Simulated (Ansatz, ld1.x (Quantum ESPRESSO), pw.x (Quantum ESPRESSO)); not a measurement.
**tungsten (W) (bcc): variants of one TM potential in the solid**

```json
{
 "Element": "W",
 "Generator": "ld1.x (Quantum ESPRESSO) 7.5",
 "Type": "norm-conserving Troullier–Martins (Kleinman–Bylander form)",
 "Functional": "PBEsol",
 "Relativity": "scalar-relativistic",
 "Frozen core": "[Xe] 4f14",
 "Valence charge": "6",
 "Reference configuration": "5d4 6s1 6p1",
 "Partial waves": "6s (bound): rc 2.30 bohr; 5d (bound): rc 2.70 bohr; 6p (bound): rc 3.80 bohr",
 "Local potential": "the p channel",
 "Core correction": "none"
}
```

Crystal test: bcc W in pw.x 7.5, no spin, 15³ k-points, Fermi–Dirac smearing 0.01 Ry, cutoffs set for each file from its atomic test. The reference is all-electron LAPW (Ansatz 0.2.0) with the same functional, mesh and smearing; V0 and B0 come from Birch–Murnaghan fits to the pressures at five volumes. Errors are pseudo minus all-electron; Δ is the rms difference of the E(V) curves that follow from these fits, minima aligned, over ±6 % about the mean V0. Mesh and smearing are coarse, so the numbers serve the comparison and aren't converged zero-temperature values; the lattice is a test structure that the element need not adopt.

All-electron: a0 = 3.155 Å (V0 = 15.70 Å³/atom), B0 = 321.1 GPa.

Base: The largest radius (3.80 bohr) exceeds half the bond length (2.58 bohr), so the spheres overlap, which is one possible source of error among others. This is a poor potential for the solid.

2 further variants are left out: they gave no file fit for a test, a broken result, the same result as the base, or pressures whose basis-set error rivals the error shown.

A dash in a converged row means that the minimum lies outside the volumes sampled.

```csv
change,cutoffs (Ry),pw.x,mean pressure error (GPa)
base,40/160,converged,+39.94
core correction a·sin(br)/r model core inside 2.84 bohr,50/200,converged,+41.06
wave 6p (bound): rc 3.80 bohr becomes 6p (bound): rc 3.58 bohr,40/160,converged,+43.05
```

(1) Give the row for: reference 5d4 6s2 6p0.

Results:

(1) pw.x: converged; mean pressure error (GPa): +39.21.
